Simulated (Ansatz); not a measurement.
Input for Ansatz (development build ahead of 0.2.0):

```yaml
crystal:
  periodic: [false, false, false]
  atoms:
    - { symbol: O, position_ang: [0.0, 0.0, -0.53152] }
    - { symbol: O, position_ang: [0.0, 0.0, 0.53152] }
basis:
  gaussian: { orbitals: "6-31G" }
magnetization:
  initial_magnetization: 2
hamiltonian:
  xc: hf
correlation:
  method: ccsd_t
  frozen_orbitals: { O: 1 }
```

The input is written out in the form of the current development build from the run's settings. Correlation on restricted open-shell orbitals is semicanonical, with singles.

The run gave:

| Item | Value |
| --- | --- |
| Converged | yes |
| Reference energy | -149.49046 hartree |
| Correlation energy | -0.22269 hartree |
| Total energy | -149.71315 hartree |
